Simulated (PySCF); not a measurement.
**Molecular orbitals of SH**

B97-3 at R = 1.362 Å; basis H STO-3G, S STO-3G; no relativity; PySCF 2.14. State: ²Π (doublet), unpaired electrons π ↑. Only the outer orbitals are listed, counted within each symmetry.

```json
{"spin": "α", "orbital": "4σ", "occ.": "1", "ε (eV)": "-17.66", "on H (%)": "16", "main shells (%)": "81 S s, 16 H s"}
{"spin": "α", "orbital": "5σ", "occ.": "1", "ε (eV)": "-8.41", "on H (%)": "35", "main shells (%)": "49 S p, 35 H s, 16 S s"}
{"spin": "α", "orbital": "2π", "occ.": "1", "ε (eV)": "-5.29", "on H (%)": "0", "main shells (%)": "100 S p"}
{"spin": "α", "orbital": "2π", "occ.": "1", "ε (eV)": "-3.75", "on H (%)": "0", "main shells (%)": "100 S p"}
{"spin": "α", "orbital": "6σ", "occ.": "0", "ε (eV)": "7.96", "on H (%)": "50", "main shells (%)": "50 H s, 48 S p"}
{"spin": "β", "orbital": "4σ", "occ.": "1", "ε (eV)": "-16.48", "on H (%)": "21", "main shells (%)": "75 S s, 21 H s"}
{"spin": "β", "orbital": "5σ", "occ.": "1", "ε (eV)": "-7.93", "on H (%)": "33", "main shells (%)": "46 S p, 33 H s, 21 S s"}
{"spin": "β", "orbital": "2π", "occ.": "1", "ε (eV)": "-3.21", "on H (%)": "0", "main shells (%)": "100 S p"}
{"spin": "β", "orbital": "2π", "occ.": "0", "ε (eV)": "-0.01", "on H (%)": "0", "main shells (%)": "100 S p"}
{"spin": "β", "orbital": "6σ", "occ.": "0", "ε (eV)": "8.32", "on H (%)": "47", "main shells (%)": "50 S p, 47 H s"}
```

Task: Which are the highest filled and the lowest empty level, where do they sit, and how wide is the gap?

Result: Highest filled β 2π at -3.21 eV (in %: 100 S p); lowest empty β 2π at -0.01 eV (in %: 100 S p); the gap at B97-3 is 3.20 eV. Both belong to one degenerate shell, split only by its one-sided filling, so this is no excitation gap.

```json
{
 "bond order (Mayer)": "1.00",
 "⟨S²⟩": "0.751",
 "charge on H (Mulliken, basis-dependent)": "-0.04",
 "charge on H (Löwdin, basis-dependent)": "-0.06",
 "dipole moment (positive dipole means H(−)S(+))": "-0.66 D"
}
```

STO-3G is very small, so such numbers show the basis as much as the molecule. The state was picked by a PBE0 search and need not be the measured ground state.
